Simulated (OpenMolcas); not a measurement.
# C2H6O (dimethyl ether): levels of theory compared

Wanted: a comparison of 4 runs (MP2/ANO-L-MB, MP2/ANO-L-VDZ, MP2/ANO-L-VDZP, RI-MP2/ANO-L-VTZP) of C2H6O (dimethyl ether). 

Program for the calculation: OpenMolcas 26.06.

## Step 1: The system as given

C2H6O has 9 atoms, charge 0, and is taken as a singlet. SMILES: `COC`. The shape is that of a PBE0-D4/def2-TZVP optimisation.

Bond lengths: C1–O2 1.399 Å, O2–C3 1.399 Å, C1–H4 1.100 Å, C1–H5 1.090 Å, C1–H6 1.100 Å, C3–H7 1.100 Å, C3–H8 1.090 Å, C3–H9 1.100 Å. Some angles: C1–O2–C3 112.1°, O2–C1–H4 111.6°, O2–C1–H5 107.7°, O2–C1–H6 111.6°, O2–C3–H7 111.6°, O2–C3–H8 107.7°, O2–C3–H9 111.6°, H4–C1–H5 108.9°, H4–C1–H6 108.2°, H5–C1–H6 108.9°.

## Step 2: Energy and forces at MP2/ANO-L-MB (run 1)

The input, job.input:

```
&gateway
  coord
  9
  angstrom
  C       -0.413190       0.872670      -0.645330
  O        0.563380      -0.127830      -0.595980
  C        0.479050      -0.887610       0.575660
  H       -1.427650       0.449000      -0.618190
  H       -0.283130       1.417120      -1.580990
  H       -0.312930       1.577090       0.193180
  H       -0.493490      -1.394000       0.659910
  H        1.266920      -1.640470       0.540090
  H        0.621040      -0.265980       1.471640
  basis=ANO-L-MB
  group=NoSym

&seward

&scf
  prorbitals=1 1

&mbpt2
  frozen=3
  grdt

&alaska
```

Launch:

```
$ export MOLCAS_MEM=1860
$ pymolcas job.input > job.log
```

The program printed:

```text
--- Start Module: gateway ---
[...]
--- Stop Module: gateway /rc=_RC_ALL_IS_WELL_ ---
[...]
      Basis functions           21
[...]
       Convergence after   9 Iterations
[...]
::    Total SCF energy                               -153.7766371125
[...]
      Total spin, S                                     0.0000000000
[...]
      Total electronic charge=   26.000000
      Total            charge=   -0.000000
[...]
--- Start Module: mbpt2 ---
[...]
WARNING!
Default frozen orbitals as non valence orbitals is overwritten by user input.
Default values:   3
[...]
       Reference weight ( Cref**2 )         =        0.95135
::    Total MBPT2 energy                             -153.9031953995
[...]
      Dipole Moment (debye):
      Origin of the operator (angstrom)=    0.1991   -0.0452   -0.2106
                   X= -9.3819E-01               Y=  2.1286E-01               Z=  9.9246E-01           Total=  1.3822E+00
      Quadrupole Moment (debye*angstrom):
[...]
      Total MBPT2 calculations                           0.10      0.11
--- Stop Module: mbpt2 /rc=_RC_ALL_IS_WELL_ ---
--- Start Module: alaska ---
[...]
--- Stop Module: alaska /rc=_RC_ALL_IS_WELL_ ---
[...]
```

Wall time 4.8 s (1 thread of Arm Neoverse V2, shared host); peak memory 0.37 GiB.

## Step 3: Energy and gradient at MP2/ANO-L-VDZ (run 2)

The input, job.input:

```
&GATEWAY
Coord
9
angstrom
C       -0.413190       0.872670      -0.645330
O        0.563380      -0.127830      -0.595980
C        0.479050      -0.887610       0.575660
H       -1.427650       0.449000      -0.618190
H       -0.283130       1.417120      -1.580990
H       -0.312930       1.577090       0.193180
H       -0.493490      -1.394000       0.659910
H        1.266920      -1.640470       0.540090
H        0.621040      -0.265980       1.471640
Basis=ANO-L-VDZ
Group=NoSym
&SEWARD
&SCF
PrOrbitals=1 1
&MBPT2
Frozen=3
Grdt
&ALASKA
```

Launch:

```
$ export MOLCAS_MEM=1860
$ pymolcas job.input > job.log
```

The program printed:

```text
--- Start Module: gateway ---
[...]
--- Stop Module: gateway /rc=_RC_ALL_IS_WELL_ ---
[...]
      Basis functions           39
[...]
       Convergence after  10 Iterations
[...]
::    Total SCF energy                               -154.0253336960
[...]
      Total spin, S                                     0.0000000000
[...]
      Total electronic charge=   26.000000
      Total            charge=   -0.000000
[...]
--- Start Module: mbpt2 ---
[...]
WARNING!
Default frozen orbitals as non valence orbitals is overwritten by user input.
Default values:   3
[...]
       Reference weight ( Cref**2 )         =        0.90447
::    Total MBPT2 energy                             -154.3120609789
[...]
      Dipole Moment (debye):
      Origin of the operator (angstrom)=    0.1991   -0.0452   -0.2106
                   X= -1.3328E+00               Y=  3.0239E-01               Z=  1.4099E+00           Total=  1.9635E+00
      Quadrupole Moment (debye*angstrom):
[...]
      Total MBPT2 calculations                           0.24      0.29
--- Stop Module: mbpt2 /rc=_RC_ALL_IS_WELL_ ---
--- Start Module: alaska ---
[...]
--- Stop Module: alaska /rc=_RC_ALL_IS_WELL_ ---
[...]
```

Wall time 5.4 s (1 thread of Arm Neoverse V2, shared host); peak memory 0.37 GiB.

## Step 4: Energy and gradient at MP2/ANO-L-VDZP (run 3)

The input, job.input:

```
&GATEWAY
 Coord
 9
 angstrom
 C       -0.413190       0.872670      -0.645330
 O        0.563380      -0.127830      -0.595980
 C        0.479050      -0.887610       0.575660
 H       -1.427650       0.449000      -0.618190
 H       -0.283130       1.417120      -1.580990
 H       -0.312930       1.577090       0.193180
 H       -0.493490      -1.394000       0.659910
 H        1.266920      -1.640470       0.540090
 H        0.621040      -0.265980       1.471640
 Basis
 ANO-L-VDZP
 Group
 NoSym

&SEWARD

&SCF
 PrOrbitals
 1 1

&MBPT2
 Frozen
 3
 Grdt

&ALASKA
```

Launch:

```
$ export MOLCAS_MEM=1860
$ pymolcas job.input > job.log
```

The program printed:

```text
--- Start Module: gateway ---
[...]
--- Stop Module: gateway /rc=_RC_ALL_IS_WELL_ ---
[...]
      Basis functions           72
[...]
       Convergence after  11 Iterations
[...]
::    Total SCF energy                               -154.1174083504
[...]
      Total spin, S                                     0.0000000000
[...]
      Total electronic charge=   26.000000
      Total            charge=   -0.000000
[...]
--- Start Module: mbpt2 ---
[...]
WARNING!
Default frozen orbitals as non valence orbitals is overwritten by user input.
Default values:   3
[...]
       Reference weight ( Cref**2 )         =        0.86950
::    Total MBPT2 energy                             -154.5956829396
[...]
      Dipole Moment (debye):
      Origin of the operator (angstrom)=    0.1991   -0.0452   -0.2106
                   X= -9.6327E-01               Y=  2.1856E-01               Z=  1.0190E+00           Total=  1.4192E+00
      Quadrupole Moment (debye*angstrom):
[...]
      Total MBPT2 calculations                           1.67      2.08
--- Stop Module: mbpt2 /rc=_RC_ALL_IS_WELL_ ---
[...]
--- Start Module: alaska ---
[...]
--- Stop Module: alaska /rc=_RC_ALL_IS_WELL_ ---
[...]
```

Run time: 38 s. Hardware: 1 thread of Arm Neoverse V2, shared host; peak memory 0.42 GiB.

## Step 5: Energy and gradient at RI-MP2/ANO-L-VTZP (RICD fitting) (run 4)

The input, job.inp:

```
* C2H6O RI-MP2
&GATEWAY
COORD
9
angstrom
C       -0.413190       0.872670      -0.645330
O        0.563380      -0.127830      -0.595980
C        0.479050      -0.887610       0.575660
H       -1.427650       0.449000      -0.618190
H       -0.283130       1.417120      -1.580990
H       -0.312930       1.577090       0.193180
H       -0.493490      -1.394000       0.659910
H        1.266920      -1.640470       0.540090
H        0.621040      -0.265980       1.471640
BASIS = ANO-L-VTZP
GROUP = NoSym
RICD
&SEWARD
&SCF
PRORBITALS = 1 1
&MBPT2
FROZEN = 3
GRDT
&ALASKA
```

Launch:

```
$ export MOLCAS_MEM=1860
$ pymolcas job.inp > job.log
```

The program printed:

```text
--- Start Module: gateway ---
[...]
--- Stop Module: gateway /rc=_RC_ALL_IS_WELL_ ---
[...]
      Basis functions          174
[...]
       Convergence after  11 Iterations
[...]
::    Total SCF energy                               -154.1373361357
[...]
      Total spin, S                                     0.0000000000
[...]
      Total electronic charge=   26.000000
      Total            charge=   -0.000000
[...]
--- Start Module: mbpt2 ---
[...]
WARNING!
Default frozen orbitals as non valence orbitals is overwritten by user input.
Default values:   3
[...]
       Reference weight ( Cref**2 )         =        0.85837
::    Total MBPT2 energy                             -154.7296354346
[...]
      Dipole Moment (debye):
      Origin of the operator (angstrom)=    0.1991   -0.0452   -0.2106
                   X= -8.7964E-01               Y=  1.9959E-01               Z=  9.3052E-01           Total=  1.2959E+00
      Quadrupole Moment (debye*angstrom):
[...]
--- Stop Module: mbpt2 /rc=_RC_ALL_IS_WELL_ ---
[...]
--- Start Module: alaska ---
[...]
--- Stop Module: alaska /rc=_RC_ALL_IS_WELL_ ---
[...]
```

Run time: 2 min. Hardware: 1 thread of Arm Neoverse V2, shared host; peak memory 0.74 GiB.

## Step 6: Overview of the runs

```csv
run,level,integral approximation,energy (Eh),dipole moment (D) of the reference,HOMO energy (eV),LUMO energy (eV),wall time
1,MP2/ANO-L-MB,none,-153.903195,1.50,-13.09,9.07,4.8 s
2,MP2/ANO-L-VDZ,none,-154.312061,2.12,-11.72,2.60,5.4 s
3,MP2/ANO-L-VDZP,none,-154.595683,1.57,-11.60,2.64,38 s
4,RI-MP2/ANO-L-VTZP (RICD fitting),RICD,-154.729635,1.41,-11.55,1.38,2 min
```

## Step 7: Results

```
                                          quantity          value
                               run 4: total energy  -154.72964 Eh
         run 4: dipole moment (mean-field density)         1.41 D
        run 4: HOMO energy (Hartree–Fock orbitals)      -11.55 eV
        run 4: LUMO energy (Hartree–Fock orbitals)        1.38 eV
      run 4: HOMO–LUMO gap (Hartree–Fock orbitals)       12.92 eV
run 4: correlation energy (3 core orbitals frozen)     -592.3 mEh
                   run 4: largest force on an atom     0.513 eV/Å
```

**Reading.** In run 1 the basis is minimal, so the values are rough. All runs together took 2.8 min, the longest 2 min.
